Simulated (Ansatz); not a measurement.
Abridged output of a molecular run in Ansatz:

```
Functional definition: HF
1732 factors; integrals over basis functions are off by at most 1.0e-3 eV
mean field evaluation 1: about -8756.0707 eV, gradient 4.5e1 eV
mean field evaluation 2: about -8756.4403 eV, gradient 4.5e1 eV
mean field evaluation 4: about -8760.7704 eV, gradient 5.1e0 eV
mean field evaluation 8: about -8760.8516 eV, gradient 3.6e-1 eV
mean field -8760.85244693 eV, -321.9553891058 hartree, gradient 5.5e-6 eV, S^2 0.000000; 0 other end points of the search recorded, 0 dependent functions left out
6 core orbitals not correlated: weight in the atoms' cores, before any rotation towards them, 1.000 or more for the frozen orbitals, at most 0.000 for the correlated occupied ones
reference -8760.85244693 eV, -321.9553891058 hartree; 18, 18 occupied and 260, 260 virtual orbitals, 1732 factors
second order -32.05309422 eV of doubles, -0.00000000 eV of singles
cycle   1  -32.03125575 eV  change    2.2e-2 eV  update   1.2e-1
cycle   2  -32.79953063 eV  change   -7.7e-1 eV  update   3.5e-2
cycle   3  -32.97432967 eV  change   -1.7e-1 eV  update   1.7e-2
cycle   4  -32.95668090 eV  change    1.8e-2 eV  update   4.2e-3
cycle   5  -32.95698134 eV  change   -3.0e-4 eV  update   1.9e-3
cycle   6  -32.95822983 eV  change   -1.2e-3 eV  update   5.4e-4
cycle   7  -32.95786946 eV  change    3.6e-4 eV  update   2.1e-4
cycle   8  -32.95776020 eV  change    1.1e-4 eV  update   6.9e-5
cycle   9  -32.95778690 eV  change   -2.7e-5 eV  update   2.7e-5
perturbative correction -1.35484300 eV, -0.0497895619 hartree
Total energy: -8795.16507683 eV, -323.2163549966 hartree
```

Its atoms:

```xyz
13

C    -1.8315    0.9271    0.4149
O    -0.4821    0.9034    0.0100
C     0.1348   -0.3309    0.2406
O    -0.4046   -1.3662   -0.4948
C     1.5872   -0.1096   -0.1047
N     2.1112   -0.8377   -0.9879
H    -2.4286    0.2071   -0.1514
H    -2.2034    1.9341    0.2287
H    -1.9239    0.7026    1.4862
H     0.0347   -0.5853    1.3105
H     0.2363   -1.5565   -1.2001
H     2.0892    0.7066    0.4225
H     3.0807   -0.5946   -1.1745
```

Problem. Which basis set was used?
A. def2-QZVPP
B. def2-TZVPP
C. def2-TZVPPD
D. cc-pV(D+d)Z

Solution. B. It gives 284 functions.

Problem. Write the keys of the input that set method, charge and spin (a neutral closed shell needs none for the last two).

Solution. 
```yaml
correlation: {method: ccsd_t}
```
